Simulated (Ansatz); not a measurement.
A made-up structure of Al₂H₄O, singlet:

O1  (-0.568, 0.211, -0.683)
Al2  (-1.432, -1.258, -0.717)
Al3  (1.310, 0.347, 1.108)
H4  (-2.565, -1.521, -1.696)
H5  (-0.831, 0.888, -1.326)
H6  (1.629, -0.859, 2.098)
H7  (2.208, 1.656, 1.268)
(Å)

It is relaxed with PBE-D4/def2-SVP and then PBE0-D4/def2-TZVP (Ansatz 0.2.0). Atoms count as bonded within 1.22 times the sum of their covalent radii (H–H: 0.88 Å). The end point is not checked to be a true minimum.

Does its bonding change? (A judgement: the text doesn't fix the answer.)

The calculation gives: Yes. Formed: O1–Al3, Al2–Al3; broken: none.

Where it ends: The first stage lowers the energy by 2.89 eV in 18 steps. It ends as Al₂H₄O ([OH]1[AlH][AlH2]1):
O1  (-0.006, 0.139, -0.798)
Al2  (-1.371, -0.846, -0.054)
Al3  (0.690, 0.111, 0.982)
H4  (-2.466, -1.218, -1.162)
H5  (0.273, 0.510, -1.640)
H6  (2.001, -0.782, 1.076)
H7  (0.630, 1.551, 1.649)
(Å)

Labels in which every atom is bracketed show which atoms are joined, not bond orders.

For scale, one of the runs: PBE0-D4/def2-TZVP relaxation, 129 basis functions, launched by `ansatz run in.yaml --threads 2 --pin off --events-out ev --progress --plain --max-ram 4352MiB`. The run took about 29 s on 2 CPU threads of an Intel Xeon Platinum 8175M (shared host).
